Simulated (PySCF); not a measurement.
Metal–ligand bonds in Cd(CH3)1–Y. All species are isolated molecules in the gas phase. One relaxed conformer stands for each flexible species; it need not be the lowest. Multiplicities are imposed; where one is given, others were not computed. Strings in code marks are SMILES.

All values below come from B3LYP-D3(BJ)/def2-TZVP // r2SCAN-D4/def2-SVP (PySCF). B3LYP has the VWN-RPA correlation part, as in Gaussian. 

| species | highest occupied spin orbital (eV) |
|---|---|
| Y = F ([Cd(CH3)(F)]) | – |
| free radical OH (`[OH]`) | -8.84 |
| free radical CH3 (`[CH3]`) | -6.45 |
| free radical SH (`[SH]`) | [?] |

Question: What belongs in the gaps?

Answer: 
- free radical SH (`[SH]`), highest occupied spin orbital (eV): -7.17
